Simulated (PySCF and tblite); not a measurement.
**Conformer ensemble of C4H7N, numbered as in [C-:1]#[N+:2][CH2:3][CH2:4][CH3:5]**

Level: PBE0-D3(BJ)/def2-TZVP (IEF-PCM, chloroform)//PBE0-D3(BJ)/def2-SVP, thermal terms from GFN2-xTB, symmetry numbers and mirror pairs counted. Conformers within 3 kcal/mol (GFN2-xTB free energy) were kept, 8 at most. GIAO shieldings: wB97X-D/pcSseg-1 (IEF-PCM, chloroform). Couplings: B3LYP/pcJ-1 (gas phase; spin-dipole term only for pairs with B, N, F, Si or P). TDDFT excitations: CAM-B3LYP/def2-SVPD (IEF-PCM, chloroform). Couplings are for ¹³C, ¹H, ¹⁵N; a prime marks the second kind of pair between the same two sets of atoms. Shifts are against TMS (¹H), TMS (¹³C), NH3 (¹⁵N) at the same level. Codes: tblite and PySCF.

Torsions listed: N2–C3–C4–C5. Of a mirror pair one member is shown.

```tsv
conformer	shape	symmetry	E(GFN2) kcal/mol	E(DFT) kcal/mol	G(298.15 K) kcal/mol	weight %	dipole D
1	61°	C1 (pair)	0.11	0.00	0.00	70.7	4.76
2	180°	Cs	0.00	0.16	0.52	29.3	4.85
```

Weights (%) against temperature:

| T (K) | 1 | 2 | S(mix) cal/mol/K |
| --- | --- | --- | --- |
| 150 | 74.6 | 25.4 | 2.15 |
| 200 | 72.7 | 27.3 | 2.17 |
| 250 | 71.5 | 28.5 | 2.17 |
| 298.15 | 70.7 | 29.3 | 2.18 |
| 400 | 69.7 | 30.3 | 2.18 |

Averaged shifts at 298.15 K. ¹H: 3.32 (H3, 2H), 1.57 (H4, 2H), 1.11 (H5, 3H) ppm. ¹³C: 175.9 (C1), 43.4 (C3), 26.4 (C4), 12.9 (C5) ppm. ¹⁵N: 203.4 (N2) ppm.

Averaged couplings (Hz): ¹J(C1,N2) -9.1, ³J(C1,H3) 2.8, ¹J(N2,C3) -13.6, ²J(N2,C4) 0.5, ³J(N2,C5) -1.3, ²J(N2,H3) 2.1, ³J(N2,H4) -3.3, ¹J(C3,C4) 37.1, ¹J(C3,H3) 146.2, ²J(C3,H4) -3.3, ³J(C3,H5) 6.9, ¹J(C4,C5) 37.4, ²J(H3,C4) -3.4, ¹J(C4,H4) 134.3, ²J(C4,H5) -3.5, ³J(H3,C5) 4.9, ²J(H4,C5) -3.4, ¹J(C5,H5) 133.2, ²J(H3,H3) -17.1, ³J(H3,H4) 7.9, ³J(H3,H4′) 6.8, ²J(H4,H4) -15.2, ³J(H4,H5) 8.3, ²J(H5,H5) -14.3.

Coordinates of conformer 1 (Å):

```xyz
12

C     1.944    2.010   -0.144
N     1.558    0.905   -0.209
C     1.055   -0.417   -0.272
C    -0.261   -0.575    0.484
C    -1.383    0.291   -0.061
H     0.923   -0.682   -1.334
H     1.820   -1.096    0.138
H    -0.084   -0.348    1.548
H    -0.537   -1.641    0.433
H    -2.309    0.144    0.514
H    -1.122    1.359   -0.009
H    -1.601    0.050   -1.114
```

Unscaled ¹⁵N shifts at such levels can be off by tens of ppm; differences between conformers or isomers are more reliable. Shifts are unscaled: against experiment ¹³C can be off by 15 ppm or more and ¹H by 0.8 ppm.

Search and properties took 2.6 min on 1 thread of Arm Neoverse V1 (shared host) (rough), launched as `OMP_NUM_THREADS=1 python ens_run.py task.json out`.


¹⁵N shifts are against a computed isolated NH3 molecule, about 20 ppm from the liquid.